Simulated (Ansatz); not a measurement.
Two shapes of singlet BH4(-).

Shape 1:

```xyz
5

B    -0.0246   -0.0428    0.0080
H     0.7247    0.7725    0.7167
H     0.7156   -0.7049   -0.6769
H    -0.6858    0.6923   -0.7363
H    -0.7649   -0.7066    0.7013
```

Shape 2:

```xyz
5

B     0.0000    0.0000    0.0000
H     0.6651    0.6651    0.6651
H     0.6651   -0.6651   -0.6651
H    -0.6651    0.6651   -0.6651
H    -0.6651   -0.6651    0.6651
```

Basis set: def2-TZVP (spherical functions). Correlated methods keep 1 orbital frozen. Charge -1, multiplicity 1.

Computed with Ansatz (development build ahead of 0.2.0); each method stands on the lowest determinant of its kind that the runs found.

Problem. Which shape is lower in energy, and by how much in each method?

Solution.

```
 method  E(2) − E(1) (eV)
    RHF             0.300
RHF-MP2             0.227
```

Shape 1 is lower. Caution: no diffuse functions for an anion.
